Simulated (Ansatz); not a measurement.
```yaml
crystal:
  periodic: [false, false, false]
  atoms:
    - {symbol: Ge, position_ang: [-0.291029, 0.001510, 0.001059]}
    - {symbol: C, position_ang: [1.603822, -0.003793, -0.005836]}
    - {symbol: H, position_ang: [-0.820473, 1.393962, 0.003816]}
    - {symbol: H, position_ang: [-0.835021, -0.718275, 1.197503]}
    - {symbol: H, position_ang: [-0.843713, -0.716849, -1.192254]}
    - {symbol: H, position_ang: [2.191289, 0.896903, -0.007435]}
    - {symbol: H, position_ang: [2.170469, -0.919352, -0.008443]}
basis:
  gaussian: {orbitals: def2-TZVP}
magnetization: {spin_polarized: true, initial_magnetization: 1}
hamiltonian: {xc: pbe0}
relax: {f_tol: 0.004, max_steps: 80}
```

```sh
$ ansatz run in.yaml --threads 1 --pin off --events-out ev --progress --plain --max-ram 2176MiB
```

Steps of the relaxation (energy above the last step; positions in Å, forces in eV/Å):

```
7
step 1, 65.5 meV
Ge   -0.291    0.002    0.001    0.234   -0.103   -0.001
C     1.604   -0.004   -0.006    0.221   -0.037   -0.001
H    -0.820    1.394    0.004   -0.263    0.860    0.001
H    -0.835   -0.718    1.198   -0.225   -0.374    0.691
H    -0.844   -0.717   -1.192   -0.230   -0.373   -0.690
H     2.191    0.897   -0.007    0.133    0.285    0.000
H     2.170   -0.919   -0.008    0.129   -0.258   -0.001
```

```
7
step 2, 2.9 meV
Ge   -0.304   -0.004    0.001   -0.010   -0.026    0.000
C     1.606   -0.007   -0.006    0.144   -0.012   -0.001
H    -0.822    1.433    0.004   -0.062    0.149    0.000
H    -0.832   -0.733    1.243   -0.058   -0.061    0.090
H    -0.841   -0.732   -1.238   -0.059   -0.061   -0.090
H     2.191    0.903   -0.007    0.021    0.081    0.000
H     2.177   -0.927   -0.008    0.024   -0.071    0.000
```

```
7
step 3, 0.1 meV
Ge   -0.304   -0.004    0.001   -0.016   -0.002    0.000
C     1.616   -0.007   -0.006    0.023   -0.007    0.000
H    -0.828    1.441    0.004    0.006   -0.002    0.000
H    -0.843   -0.738    1.245    0.006    0.003    0.004
H    -0.852   -0.736   -1.239    0.006    0.003   -0.004
H     2.198    0.907   -0.007   -0.015    0.010    0.000
H     2.187   -0.929   -0.009   -0.011   -0.005    0.000
```

```
7
step 4, 0.0 meV
Ge   -0.304   -0.005    0.001   -0.004    0.001    0.000
C     1.615   -0.008   -0.006    0.015   -0.003    0.000
H    -0.826    1.441    0.004    0.001   -0.002    0.000
H    -0.841   -0.737    1.246    0.000    0.001   -0.004
H    -0.850   -0.736   -1.241    0.000    0.001    0.004
H     2.195    0.908   -0.007   -0.007    0.002    0.000
H     2.186   -0.930   -0.009   -0.005    0.001    0.000
```

```
7
step 5, 0.0 meV
Ge   -0.304   -0.005    0.001   -0.001    0.000    0.000
C     1.616   -0.008   -0.006   -0.001    0.000    0.000
H    -0.825    1.441    0.004    0.000   -0.001    0.000
H    -0.842   -0.737    1.246    0.000    0.000    0.000
H    -0.851   -0.736   -1.241    0.000    0.000    0.000
H     2.194    0.909   -0.007    0.000    0.001    0.000
H     2.187   -0.930   -0.009    0.001   -0.001    0.000
```

Close pairs at the end: C2–H6 1.084 Å, C2–H7 1.084 Å, Ge1–H3 1.537 Å, Ge1–H5 1.541 Å, Ge1–H4 1.541 Å, Ge1–C2 1.920 Å.

A stationary point of unrestricted PBE0 after 5 steps, with ⟨S²⟩ = 0.755 against 0.75 for a pure state; no frequencies were run, so it isn't proven a minimum. 15 s on 1 thread of Intel Xeon 6975P-C, shared host.
